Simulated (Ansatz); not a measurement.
## A saddle search, step by step

Si2NH7, singlet, PBE-D4/def2-SVP (Ansatz 0.2.0). Settings; a guess of the unstable mode was typed too, and convergence needs a confirmed negative curvature besides the force tolerance:

```yaml
hamiltonian: {xc: pbe, dispersion: d4}
saddle:
  f_tol: 0.05
  max_steps: 40
```

Start:

```json
{"atom": "Si1", "x (Å)": "-0.9775", "y (Å)": "-0.2381", "z (Å)": "0.1630"}
{"atom": "Si2", "x (Å)": "1.0982", "y (Å)": "-1.1177", "z (Å)": "0.8410"}
{"atom": "H3", "x (Å)": "-1.6824", "y (Å)": "0.3489", "z (Å)": "-1.2389"}
{"atom": "N4", "x (Å)": "-0.7894", "y (Å)": "1.1379", "z (Å)": "-1.1140"}
{"atom": "H5", "x (Å)": "-1.6226", "y (Å)": "0.5657", "z (Å)": "1.2065"}
{"atom": "H6", "x (Å)": "0.8675", "y (Å)": "-2.1340", "z (Å)": "1.8752"}
{"atom": "H7", "x (Å)": "1.8093", "y (Å)": "-1.6827", "z (Å)": "-0.3311"}
{"atom": "H8", "x (Å)": "2.0746", "y (Å)": "-0.0488", "z (Å)": "1.3493"}
{"atom": "H9", "x (Å)": "-0.6176", "y (Å)": "2.1639", "z (Å)": "-0.9158"}
{"atom": "H10", "x (Å)": "-0.2218", "y (Å)": "0.9395", "z (Å)": "-1.9266"}
```

| step | energy less the last (meV) | largest force component (eV/Å) |
| --- | --- | --- |
| 1 | 132.1 | 1.951 |
| 2 | 48.7 | 0.974 |
| 3 | 17.0 | 0.281 |
| 4 | 7.2 | 0.184 |
| 5 | 3.4 | 0.094 |
| 6 | 0.8 | 0.041 |
| 7 | 0.1 | 0.008 |
| 8 | 0.0 | 0.002 |

Step 2, positions (Å) and forces (eV/Å):

```json
{"atom": "Si1", "x": "-0.968", "y": "-0.241", "z": "0.138", "Fx": "-0.152", "Fy": "-0.913", "Fz": "-0.080"}
{"atom": "Si2", "x": "1.108", "y": "-1.093", "z": "0.837", "Fx": "0.125", "Fy": "0.551", "Fz": "0.053"}
{"atom": "H3", "x": "-1.753", "y": "0.322", "z": "-1.213", "Fx": "-0.084", "Fy": "0.339", "Fz": "-0.259"}
{"atom": "N4", "x": "-0.768", "y": "1.167", "z": "-1.139", "Fx": "0.496", "Fy": "0.974", "Fz": "-0.094"}
{"atom": "H5", "x": "-1.625", "y": "0.557", "z": "1.210", "Fx": "0.035", "Fy": "0.252", "Fz": "0.408"}
{"atom": "H6", "x": "0.893", "y": "-2.136", "z": "1.879", "Fx": "-0.008", "Fy": "-0.226", "Fz": "0.201"}
{"atom": "H7", "x": "1.793", "y": "-1.719", "z": "-0.341", "Fx": "0.044", "Fy": "-0.088", "Fz": "-0.102"}
{"atom": "H8", "x": "2.056", "y": "-0.036", "z": "1.381", "Fx": "-0.014", "Fy": "-0.113", "Fz": "0.006"}
{"atom": "H9", "x": "-0.603", "y": "2.181", "z": "-0.884", "Fx": "-0.328", "Fy": "-0.711", "Fz": "-0.233"}
{"atom": "H10", "x": "-0.193", "y": "0.931", "z": "-1.961", "Fx": "-0.115", "Fy": "-0.065", "Fz": "0.100"}
```

Step 5, positions (Å) and forces (eV/Å):

```csv
atom,x,y,z,Fx,Fy,Fz
Si1,-0.996,-0.257,0.102,-0.094,0.092,-0.036
Si2,1.094,-1.083,0.838,0.045,-0.093,-0.009
H3,-1.799,0.295,-1.225,0.055,0.018,0.024
N4,-0.728,1.197,-1.144,-0.028,0.006,0.092
H5,-1.557,0.537,1.269,0.044,-0.006,-0.032
H6,0.894,-2.146,1.892,0.014,0.019,-0.011
H7,1.804,-1.728,-0.328,0.006,-0.001,0.016
H8,2.027,-0.030,1.391,-0.031,0.031,0.011
H9,-0.613,2.196,-0.904,-0.032,-0.050,-0.007
H10,-0.189,0.955,-1.982,0.020,-0.016,-0.049
```

Step 7, positions (Å) and forces (eV/Å):

```json
{"atom": "Si1", "x": "-1.005", "y": "-0.258", "z": "0.097", "Fx": "-0.003", "Fy": "-0.004", "Fz": "-0.006"}
{"atom": "Si2", "x": "1.088", "y": "-1.099", "z": "0.831", "Fx": "0.000", "Fy": "-0.005", "Fz": "-0.002"}
{"atom": "H3", "x": "-1.802", "y": "0.299", "z": "-1.221", "Fx": "0.000", "Fy": "0.002", "Fz": "-0.001"}
{"atom": "N4", "x": "-0.720", "y": "1.193", "z": "-1.142", "Fx": "0.002", "Fy": "0.003", "Fz": "0.008"}
{"atom": "H5", "x": "-1.523", "y": "0.551", "z": "1.270", "Fx": "-0.001", "Fy": "0.000", "Fz": "0.004"}
{"atom": "H6", "x": "0.903", "y": "-2.152", "z": "1.895", "Fx": "0.002", "Fy": "0.001", "Fz": "0.001"}
{"atom": "H7", "x": "1.822", "y": "-1.738", "z": "-0.322", "Fx": "0.001", "Fy": "0.001", "Fz": "0.002"}
{"atom": "H8", "x": "1.982", "y": "-0.013", "z": "1.386", "Fx": "-0.001", "Fy": "0.004", "Fz": "0.000"}
{"atom": "H9", "x": "-0.619", "y": "2.190", "z": "-0.895", "Fx": "0.004", "Fy": "-0.004", "Fz": "-0.004"}
{"atom": "H10", "x": "-0.189", "y": "0.961", "z": "-1.989", "Fx": "-0.003", "Fy": "0.000", "Fz": "-0.001"}
```

Last step (8):

Si1  (-1.009, -0.263, 0.093)
Si2  (1.085, -1.100, 0.829)
H3  (-1.806, 0.308, -1.219)
N4  (-0.716, 1.193, -1.139)
H5  (-1.526, 0.543, 1.269)
H6  (0.910, -2.150, 1.899)
H7  (1.825, -1.737, -0.321)
H8  (1.969, -0.003, 1.378)
H9  (-0.600, 2.187, -0.890)
H10  (-0.194, 0.956, -1.990)
(Å)

Hardware: 2 CPU threads of an Arm Neoverse V1, shared host. Wall time about 62 s.
